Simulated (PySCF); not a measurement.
# C4H4N2 (Pyrazine): the cost of one run

Computed with PySCF 2.14.0, with density-fitted response routines of our own, on a single molecule in the gas phase. Atoms are numbered from 0 throughout.

## 1. Starting geometry

10 atoms, charge 0, multiplicity 1; geometry from: MMFF94s. The atoms were then displaced at random by about 0.03 Å, so the start is not that level's minimum.

Bonds of the start (Å): C0–C1 1.45, C1–N2 1.39, N2–C3 1.21, C3–C4 1.42, C4–N5 1.33, N5–C0 1.38, C0–H6 1.02, C1–H7 1.15, C3–H8 1.18, C4–H9 1.08.

## 2. Optimising the geometry at PBE0-D3(BJ)/def2-SVP

What the job is given:

```
{"job": {"xc": "PBE0", "basis": "def2-SVP", "d3": "d3bj", "grid": 1, "shake": 0.03, "kind": "geom"}, "charge": 0, "multiplicity": 1}
C      1.170400    -0.819650     0.049430
C      1.154580     0.627150     0.014430
N      0.003310     1.409330    -0.042320
C     -1.009490     0.749750    -0.047460
C     -1.180050    -0.660770    -0.052550
N     -0.075630    -1.401830     0.009210
H      2.034970    -1.356500     0.067520
H      2.166140     1.181880     0.022570
H     -2.011720     1.366720    -0.008750
H     -2.127860    -1.172830    -0.007650
```

The run is started by

```sh
> OMP_NUM_THREADS=1 python probes_run.py task.json out
```

The driver reads the jobs from task.json and runs them one after another.

Q: Estimate the wall time and peak memory of this first job on 1 thread of Arm Neoverse V1, shared host.

About 30 s, with a peak of 0.42 GiB.
